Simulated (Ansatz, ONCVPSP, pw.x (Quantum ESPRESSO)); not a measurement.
## What a changed setting does to a pw.x run (diamond Ge)

Potential: optimised norm-conserving Vanderbilt (ONCV), ONCVPSP 4.0.1.1 (patched build), PBEsol; core [Ar] 3d10, reference 4s2 4p2; waves: 4s: rc 1.70 bohr, ncon 4, nbas 8, qcut 3.7 1/bohr, 2 projectors, debl 2.4 Ha; 4p: rc 2.40 bohr, ncon 4, nbas 8, qcut 3.6 1/bohr, 1 projector; d scattering state at 0.23 Ha: rc 2.50 bohr, ncon 4, nbas 8, qcut 2.9 1/bohr, 2 projectors, debl 2 Ha; local part: polynomial inside 1.40 bohr (lpopt 5, dvloc0 6 Ha); core correction: Teter function, fcfact 2.75, rcfact 1.65.

The reference run (k-mesh 8³, cutoffs 120/480 Ry, Fermi–Dirac 0.01 Ry, mixing_beta 0.4, conv_thr 1e-9, no spin) gives 0.56 GPa at 22.872 Å³/atom, where all-electron LAPW gives 0.03 GPa. This run, with its own iteration cap, changes smearing to mv.

```
&control
  calculation='scf', prefix='x', pseudo_dir='./', outdir='./tmp', tstress=.true., disk_io='none'
/
&system
  ibrav=0, nat=2, ntyp=1, ecutwfc=120, ecutrho=480, nbnd=11,
  occupations='smearing', smearing='mv', degauss=0.01
/
&electrons
  conv_thr=1e-09, mixing_beta=0.4, electron_maxstep=50
/
ATOMIC_SPECIES
Ge 1.0 Ge.UPF
CELL_PARAMETERS angstrom
  0.00000000 2.83858158 2.83858158
  2.83858158 0.00000000 2.83858158
  2.83858158 2.83858158 0.00000000
ATOMIC_POSITIONS crystal
Ge 0.0000 0.0000 0.0000
Ge 0.2500 0.2500 0.2500
K_POINTS automatic
8 8 8 0 0 0
```

```bash
pw.x < Ge.scf.in > Ge.scf.out
```

Question: How does the run end?

Answer: It converges in 7 iterations; the free energy moves by +2.4 meV/atom and the pressure by -0.08 GPa. This scheme is built to cancel the term in the square of the width that Fermi–Dirac smearing leaves in the F of a metal.

```
Message from routine setup:
     using ibrav=0 with symmetry is DISCOURAGED, use correct ibrav instead
     lattice parameter (alat)  =       7.5860  a.u.
     unit-cell volume          =     308.6958 (a.u.)^3
     number of electrons       =         8.00
     number of Kohn-Sham states=           11
     kinetic-energy cutoff     =     120.0000  Ry
     charge density cutoff     =     480.0000  Ry
     scf convergence threshold =      1.0E-09
     Exchange-correlation= PBESOL
     number of k points=    29  Marzari-Vanderbilt smearing, width (Ry)=  0.0100
     iteration #  1     ecut=   120.00 Ry     beta= 0.40
     total energy              =     -18.86240905 Ry
     estimated scf accuracy    <       0.02968074 Ry
     iteration #  2     ecut=   120.00 Ry     beta= 0.40
     total energy              =     -18.86007756 Ry
     estimated scf accuracy    <       0.00844399 Ry
     iteration #  3     ecut=   120.00 Ry     beta= 0.40
     total energy              =     -18.86047573 Ry
     estimated scf accuracy    <       0.00009073 Ry
     iteration #  4     ecut=   120.00 Ry     beta= 0.40
     total energy              =     -18.86048714 Ry
     estimated scf accuracy    <       0.00000101 Ry
     iteration #  5     ecut=   120.00 Ry     beta= 0.40
     total energy              =     -18.86048734 Ry
     estimated scf accuracy    <       0.00000017 Ry
     iteration #  6     ecut=   120.00 Ry     beta= 0.40
     total energy              =     -18.86048734 Ry
     estimated scf accuracy    <          9.4E-09 Ry
     iteration #  7     ecut=   120.00 Ry     beta= 0.40
     the Fermi energy is     5.6070 ev
!    total energy              =     -18.86048734 Ry
     estimated scf accuracy    <          1.8E-10 Ry
     smearing contrib. (-TS)   =       0.00003080 Ry
     The total energy is F=E-TS. E is the sum of the following terms:
     one-electron contribution =       4.50904120 Ry
     hartree contribution      =       1.13917211 Ry
     xc contribution           =      -8.44115300 Ry
     ewald contribution        =     -16.06757845 Ry
     convergence has been achieved in   7 iterations
          total   stress  (Ry/bohr**3)                   (kbar)     P=        4.73
     Message from routine punch:
     Nothing written, as per user request (disk_io='none')
```

The run took about 20 s on one core of a shared host (Intel(R) Xeon(R) 6975P-C, 192 threads, 378 GiB, load 93).
